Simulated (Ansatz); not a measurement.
Basis-set extrapolation for C3H9NS, SMILES `CCSCN` (PBE0-D4/def2-TZVP geometry, frozen core, the Gaussian-basis code of Ansatz). Multiplicity 1, RHF reference.

```tsv
	def2-TZVPP	def2-QZVPP
HF	-570.894951	-570.914836
MP2 correlation	-0.923738	-0.988475
CCSD(T) correlation	-1.019053	not run
```

Energies in hartree. Use E(X) = E(∞) + A·exp(−7.88·√X) for Hartree–Fock and E(X) = E(∞) + B·X^(−2.97) for correlation, with X = 3 and 4, and add CCSD(T) minus MP2 of the smaller set to the MP2 limit.

What is the CCSD(T) energy at the basis-set limit?

HF limit: -570.914836 + (-0.019885) × 0.13774 = -570.91757. MP2 limit: -0.988475 + (-0.064737) × 0.74074 = -1.03643. Higher-order term: -1.019053 − (-0.923738) = -0.09532. Total: -572.04932 hartree, 355.3 kJ/mol below CCSD(T)/def2-TZVPP.
